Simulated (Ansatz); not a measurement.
A trace of molecular dynamics of BClH2 (4 atoms, charge 0, multiplicity 1).

The calculation used Ansatz 0.2.0, RKS PBE-D4/def2-TZVP.

```json
{"ensemble": "NVE (velocity Verlet)", "starting velocities drawn for": "300 K", "masses": "H 2.014 u", "seed": "132495"}
```

```tsv
time (fs)	T (K)	potential energy less start (eV)	conserved less start (meV/atom)
0	300	0.000	0.00
2	232	0.018	0.04
4	130	0.044	0.07
6	113	0.049	0.06
8	154	0.038	0.03
10	135	0.043	0.02
12	42	0.067	0.07
14	36	0.069	0.07
16	141	0.041	0.02
18	187	0.029	0.02
20	153	0.038	0.05
22	144	0.041	0.06
24	197	0.027	0.04
26	245	0.014	0.02
28	211	0.023	0.03
30	148	0.040	0.06
32	151	0.039	0.04
34	157	0.037	0.02
36	107	0.050	0.05
38	73	0.059	0.06
40	87	0.055	0.05
42	121	0.046	0.04
44	144	0.041	0.04
46	154	0.038	0.05
48	191	0.028	0.04
50	227	0.019	0.02
```

Can this run be trusted? Judge the integration.

The conserved energy stayed within 0.083 meV per atom of its start (net change 0.021 meV per atom), so the integration is sound. A run of 0.05 ps of so small a system gives no equilibrium averages. The time step was 0.5 fs.

Time of the run: 45 s on 1 thread of AMD EPYC 9R45 96-Core Processor (Zen 5), with other jobs on the host, peak memory 0.12 GiB.
